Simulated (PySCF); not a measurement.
# C: ionisation energy

C [He] 2s2 2p2 (3P) → C⁺ [He] 2s2 2p1 (2P), as a difference of total energies. All numbers are calculated (PySCF 2.14, no relativity, point nucleus, in aug-cc-pwCVDZ (5s4p2d, 27 functions)). Correlated levels: valence: 1s2 frozen; valence and next inner shell: nothing frozen. The calculations carry no spin-orbit coupling.

```json
{"method": "UHF", "ionisation energy (eV)": "10.804"}
{"method": "PBE", "ionisation energy (eV)": "11.539"}
{"method": "PBE0", "ionisation energy (eV)": "11.514"}
{"method": "B2PLYP", "ionisation energy (eV)": "11.307"}
{"method": "BHandHLYP", "ionisation energy (eV)": "11.351"}
{"method": "M06-2X", "ionisation energy (eV)": "11.317"}
{"method": "TPSSh", "ionisation energy (eV)": "11.452"}
{"method": "MP2 (valence)", "ionisation energy (eV)": "11.140"}
{"method": "SCS-MP2 (valence)", "ionisation energy (eV)": "11.026"}
{"method": "MP2 (valence and next inner shell)", "ionisation energy (eV)": "11.147"}
{"method": "SCS-MP2 (valence and next inner shell)", "ionisation energy (eV)": "11.028"}
```

Task: Estimate what r2SCAN gives.

Result: 11.678 eV, closest to PBE among the rows shown.

Task: Estimate what LDA gives.

Result: 11.685 eV, closest to PBE among the rows shown.

Errors of the correlated levels include the incompleteness of this basis and the frozen core.

For comparison: 11.262 eV (measured; NIST levels, between the centres of gravity of the two terms).
